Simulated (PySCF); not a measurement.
C₂H₆O, charge +1, multiplicity 2. Atoms are numbered in the order given.

```xyz
9

C     -0.2094    -1.2267     0.0000
C      0.4806     0.0882     0.0000
O     -0.2262     1.2438     0.0000
H      0.5268    -2.0295     0.0000
H     -0.8439    -1.3394    -0.8863
H     -0.8439    -1.3394     0.8863
H      1.2719     0.2368     0.8033
H      1.2719     0.2368    -0.8033
H     -1.2008     1.1149     0.0000
```
Charge +1, spin multiplicity 2.

Geometry optimised at B3LYP-D3(BJ)/def2-TZVP. The multiplicity is an assumed one; other spin states were not compared. Other conformers were not sampled.

The numbers are results of r2SCAN/def2-TZVPD (PySCF), not measurements.

Mulliken values depend strongly on the basis, most of all with diffuse functions as here. ESP charges are fitted to the potential on shells at 1.4 to 2.0 van der Waals radii. Atomic charges (e):

```json
[
 {"atom": "C1", "meta-Löwdin": "-0.37", "ESP fit": "-0.55", "Mulliken spin": "-0.02"},
 {"atom": "C2", "meta-Löwdin": "0.07", "ESP fit": "0.19", "Mulliken spin": "0.02"},
 {"atom": "O3", "meta-Löwdin": "-0.17", "ESP fit": "-0.25", "Mulliken spin": "0.56"},
 {"atom": "H4", "meta-Löwdin": "0.18", "ESP fit": "0.23", "Mulliken spin": "-0.01"},
 {"atom": "H5", "meta-Löwdin": "0.18", "ESP fit": "0.23", "Mulliken spin": "0.03"},
 {"atom": "H6", "meta-Löwdin": "0.18", "ESP fit": "0.23", "Mulliken spin": "0.03"},
 {"atom": "H7", "meta-Löwdin": "0.26", "ESP fit": "0.23", "Mulliken spin": "0.21"},
 {"atom": "H8", "meta-Löwdin": "0.26", "ESP fit": "0.23", "Mulliken spin": "0.21"},
 {"atom": "H9", "meta-Löwdin": "0.41", "ESP fit": "0.48", "Mulliken spin": "-0.03"}
]
```
